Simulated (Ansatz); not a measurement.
A cut through the energy surface

AlBH₄S (SMILES [AlH2][BH]S), singlet, at its PBE0-D4/def2-TZVP minimum:

Al1  (-1.180, 0.256, -0.389)
B2  (0.747, 0.574, 0.453)
S3  (1.880, -0.778, 0.515)
H4  (-1.487, -1.232, -0.881)
H5  (-2.311, 1.360, -0.568)
H6  (1.216, 1.573, 0.914)
H7  (1.135, -1.753, -0.044)
(Å)

The angle H4–Al1–B2 (115.8° at the minimum) is set to the values below, H4, with anything bonded beyond it, turning rigidly in the plane of the angle. Each method's energies count from its own value at the PBE0-D4 minimum structure. Ansatz 0.2.0; basis: def2-TZVPP; cores frozen in the correlated methods. B3LYP uses VWN-RPA correlation.

```tsv
angle (°)	CCSD(T) (eV)	wB97M-V (eV)	PBE0-D4 (eV)	B3LYP-D4 (eV)	HF (eV)
85.8	0.571	0.561	0.549	0.573	0.709
93.3	0.311	0.303	0.298	0.312	0.390
100.8	?	0.131	0.129	0.136	0.174
108.3	0.033	0.032	0.032	0.034	0.047
115.8	0.000	0.000	0.000	0.000	0.000
123.3	?	0.032	0.031	0.031	0.029
130.8	?	0.127	0.125	0.126	0.132
138.3	0.289	0.287	0.283	0.287	0.311
145.8	0.520	0.515	0.508	0.517	0.570
```

**Question.** Fill in the withheld CCSD(T) values. (To be estimated.)

**Answer.** Computed: 0.135 eV at 100.8°; 0.031 eV at 123.3°; 0.127 eV at 130.8°. These count from the CCSD(T) energy at the PBE0-D4 minimum.

Minimum and curvature along this coordinate at CCSD(T): A fifth-order fit through the nearest points gives 115.9°, with a curvature of about 1.1 meV/deg².

Largest difference from the CCSD(T) curve over the scan: PBE-D4 0.057; r2SCAN-D4 0.016; MP2 0.018 eV. Each curve counts from its own value at the minimum.

The T1 diagnostic stays at or below 0.017.

For scale, one of the runs: CCSD(T)/def2-TZVPP, 171 basis functions, launched by `ansatz run in.yaml --threads 2 --pin off --events-out ev --progress --plain --max-ram 4352MiB`. Time: 19 s of wall clock on 2 CPU threads of an Arm Neoverse V1; the host was shared. Peak host memory: 1.3 GiB.
